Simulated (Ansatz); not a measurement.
# C₂H (doublet): the correlation ladder at angle C2–C1–H3 = 91.6°, 6-31G

How much of the correlation energy of C₂H (doublet) does each wave-function method recover here?

Computed with Ansatz 0.2.0, Gaussian basis. Level: 6-31G, core rule «outside noble gas», up to 2 orbitals frozen.

Plan: UHF; CCSD(T) on ROHF; CCSD(T) on UHF; BCCD(T) on ROHF; CISD; CCSDT(Q) on ROHF; CCSDT(Q) on UHF; CCSDTQ on ROHF; CASSCF and MRCISD+Q, 3 electrons in 3 orbitals; CASSCF and NEVPT2, 3 electrons in 3 orbitals; CASSCF and MRCISD+Q, 9 electrons in 9 orbitals; CASSCF and NEVPT4(SD), 9 electrons in 9 orbitals; CASSCF and NEVPT2, 9 electrons in 9 orbitals; Full CI.

16 further runs of the same task are left out: 12 that didn't finish, 4 set aside as unsound or not needed.

## Step 1: The geometry

The geometry derives from a PBE0/def2-TZVP stationary point (not a proven minimum). One angle is set to the value named; bond lengths are kept.

3 atoms, charge 0, spin multiplicity 2.

Atoms are counted from 1 here; the program's logs count them from 0.

Bond lengths: C1–C2 1.200 Å, C1–H3 1.066 Å. Angles: C2–C1–H3 91.6°.

## Step 2: UHF

Contents of in.yaml:

```yaml
crystal:
  periodic: [false, false, false]
  atoms:
    - {symbol: C, position_ang: [-0.431455, 0.000000, 0.382122]}
    - {symbol: C, position_ang: [0.405294, 0.000000, -0.478325]}
    - {symbol: H, position_ang: [0.311735, 0.000000, 1.146361]}
basis:
  gaussian: {orbitals: 6-31G}
magnetization: {spin_polarized: true, initial_magnetization: 1}
hamiltonian: {xc: hf}
output: {orbitals: {seedname: orbitals}}
```

Started as:

```console
> ansatz run in.yaml --threads 1 --pin off --events-out ev --progress --plain --max-ram 2393MiB
```

Further steps of the session: CCSD(T) on ROHF; CCSD(T) on UHF; BCCD(T) on ROHF; CISD; CCSDT(Q) on ROHF; CCSDT(Q) on UHF; CCSDTQ on ROHF; CASSCF and MRCISD+Q, 3 electrons in 3 orbitals; CASSCF and NEVPT2, 3 electrons in 3 orbitals; CASSCF and MRCISD+Q, 9 electrons in 9 orbitals; CASSCF and NEVPT4(SD), 9 electrons in 9 orbitals; CASSCF and NEVPT2, 9 electrons in 9 orbitals; Full CI.

**Question.** What will the summary of the whole plan be? Wanted: FCI below the RHF energy; RMP2 from FCI; UMP2 from FCI; RCCSD from FCI; RCCSD(T) from FCI; UCCSD(T) from FCI; RCCSDT(Q) from FCI; UCCSDT(Q) from FCI; NEVPT2 pair from FCI.

The runs gave:

```
                         quantity                                                            value
         FCI below the RHF energy                                                       -5.4243 eV
                    RMP2 from FCI                                                     +58.0 kJ/mol
                    UMP2 from FCI                                                     +80.6 kJ/mol
                   RCCSD from FCI                                                     +29.9 kJ/mol
                RCCSD(T) from FCI                                                      +6.3 kJ/mol
                UCCSD(T) from FCI                                                      +5.0 kJ/mol
               RCCSDT(Q) from FCI                                                      +0.1 kJ/mol
               UCCSDT(Q) from FCI                                                      -0.1 kJ/mol
             NEVPT2 pair from FCI                                                     +66.4 kJ/mol
           MRCISD+Q pair from FCI                                                     +14.0 kJ/mol
          NEVPT2 valence from FCI                                                     +34.6 kJ/mol
levels within 1 kcal/mol (43 meV)  RCCSDT, UCCSDT, RCCSDT(Q), UCCSDT(Q), RCCSDTQ, MRCISD+Q valence
                    T1 diagnostic                                                            0.044
   effectively unpaired electrons                                                             1.17
```

RCCSD(T) misses by +6.3 kJ/mol, 1.2 % of the correlation energy. The occupations are near whole numbers, but T1 = 0.044 shows that the orbitals relax strongly. Of the multireference levels listed MRCISD+Q valence comes nearest in total energy (+1.6 kJ/mol), which doesn't show that its space is the better one. Coupled cluster took another determinant than the lowest Hartree-Fock one. These misses are within one basis, not against nature; the frozen cores of restricted and unrestricted runs differ, which can shift their rows.
